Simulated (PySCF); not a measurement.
Compound: H2O.
SMILES: `O`

Theory: PBE0-D3(BJ)/def2-SVP geometry optimisation, gas phase in PySCF.

Masses are those of the commonest isotopes; rigid-rotor values at the optimised geometry. 

**Question.** What are A, B and C (GHz)?

**Answer.** Ia = 0.64, Ib = 1.15, Ic = 1.79 u·Å²; 505379 MHz·u·Å²/I gives 789547, 440600 and 282791 MHz, that is A = 789.55, B = 440.60, C = 282.79 GHz.

**Question.** Classify the top.

**Answer.** An asymmetric top. Ray's parameter κ = (2B − A − C)/(A − C) = -0.377; −1 is the prolate and +1 the oblate limit.

**Question.** Give the coordinates in the principal-axis frame, origin at the centre of mass.

**Answer.** The sense of each axis is arbitrary; atoms in the order of the calculation.
```json
{"atom": "O1", "mass (u)": "15.995", "a (Å)": "0.000", "b (Å)": "0.067", "c (Å)": "0.000"}
{"atom": "H2", "mass (u)": "1.008", "a (Å)": "-0.754", "b (Å)": "-0.531", "c (Å)": "0.000"}
{"atom": "H3", "mass (u)": "1.008", "a (Å)": "0.754", "b (Å)": "-0.531", "c (Å)": "0.000"}
```

**Question.** Which types of transition are allowed, and where do some lines up to J = 4 fall?

**Answer.** The dipole components are |μa| = 0.00 D, |μb| = 2.03 D, |μc| = 0.00 D; the symmetry axis of this C2v structure is b, so μa and μc vanish by symmetry and there are no a-type or c-type lines. Some lines, for components of 0.1 D or more:

```json
{"type": "b", "branch": "Q", "J(Ka,Kc)": "2(1,1) ← 2(0,2)", "MHz": "707160", "lower level (cm⁻¹)": "70.968"}
{"type": "b", "branch": "Q", "J(Ka,Kc)": "3(2,1) ← 3(1,2)", "MHz": "1037317", "lower level (cm⁻¹)": "173.797"}
{"type": "b", "branch": "R", "J(Ka,Kc)": "1(1,1) ← 0(0,0)", "MHz": "1072338", "lower level (cm⁻¹)": "0.000"}
{"type": "b", "branch": "Q", "J(Ka,Kc)": "2(2,0) ← 2(1,1)", "MHz": "1089435", "lower level (cm⁻¹)": "94.557"}
{"type": "b", "branch": "R", "J(Ka,Kc)": "3(1,2) ← 2(2,1)", "MHz": "1328717", "lower level (cm⁻¹)": "129.476"}
{"type": "b", "branch": "Q", "J(Ka,Kc)": "2(2,1) ← 2(1,2)", "MHz": "1520268", "lower level (cm⁻¹)": "78.765"}
{"type": "b", "branch": "Q", "J(Ka,Kc)": "4(1,3) ← 4(0,4)", "MHz": "1585498", "lower level (cm⁻¹)": "224.288"}
{"type": "b", "branch": "R", "J(Ka,Kc)": "3(0,3) ← 2(1,2)", "MHz": "1783177", "lower level (cm⁻¹)": "78.765"}
{"type": "b", "branch": "Q", "J(Ka,Kc)": "3(3,0) ← 3(2,1)", "MHz": "1974728", "lower level (cm⁻¹)": "208.398"}
{"type": "b", "branch": "R", "J(Ka,Kc)": "3(1,3) ← 2(0,2)", "MHz": "2143369", "lower level (cm⁻¹)": "70.968"}
{"type": "b", "branch": "Q", "J(Ka,Kc)": "3(3,1) ← 3(2,2)", "MHz": "2163080", "lower level (cm⁻¹)": "201.865"}
{"type": "b", "branch": "R", "J(Ka,Kc)": "4(1,3) ← 3(2,2)", "MHz": "2257717", "lower level (cm⁻¹)": "201.865"}
{"type": "b", "branch": "Q", "J(Ka,Kc)": "4(3,2) ← 4(2,3)", "MHz": "2264142", "lower level (cm⁻¹)": "297.259"}
{"type": "b", "branch": "R", "J(Ka,Kc)": "4(0,4) ← 3(1,3)", "MHz": "2453024", "lower level (cm⁻¹)": "142.463"}
{"type": "b", "branch": "R", "J(Ka,Kc)": "2(2,0) ← 1(1,1)", "MHz": "2851836", "lower level (cm⁻¹)": "35.769"}
{"type": "b", "branch": "Q", "J(Ka,Kc)": "4(4,0) ← 4(3,1)", "MHz": "2888441", "lower level (cm⁻¹)": "374.456"}
{"type": "b", "branch": "Q", "J(Ka,Kc)": "4(4,1) ← 4(3,2)", "MHz": "2937538", "lower level (cm⁻¹)": "372.782"}
{"type": "b", "branch": "R", "J(Ka,Kc)": "3(2,2) ← 2(1,1)", "MHz": "3217014", "lower level (cm⁻¹)": "94.557"}
{"type": "b", "branch": "R", "J(Ka,Kc)": "3(2,1) ← 2(1,2)", "MHz": "3886301", "lower level (cm⁻¹)": "78.765"}
{"type": "b", "branch": "R", "J(Ka,Kc)": "3(3,1) ← 2(2,0)", "MHz": "4290659", "lower level (cm⁻¹)": "130.896"}
{"type": "b", "branch": "R", "J(Ka,Kc)": "3(3,0) ← 2(2,1)", "MHz": "4340761", "lower level (cm⁻¹)": "129.476"}
{"type": "b", "branch": "R", "J(Ka,Kc)": "4(2,2) ← 3(1,3)", "MHz": "5149488", "lower level (cm⁻¹)": "142.463"}
{"type": "b", "branch": "R", "J(Ka,Kc)": "4(3,1) ← 3(2,2)", "MHz": "5174162", "lower level (cm⁻¹)": "201.865"}
{"type": "b", "branch": "R", "J(Ka,Kc)": "4(4,0) ← 3(3,1)", "MHz": "5899523", "lower level (cm⁻¹)": "274.017"}
```

No PBE0-D3(BJ)/def2-SVP frequencies stand behind this structure, so it isn't proved a minimum. These are rigid-rotor constants of the computed structure; measured ground-state constants (B0) also hold zero-point vibration.
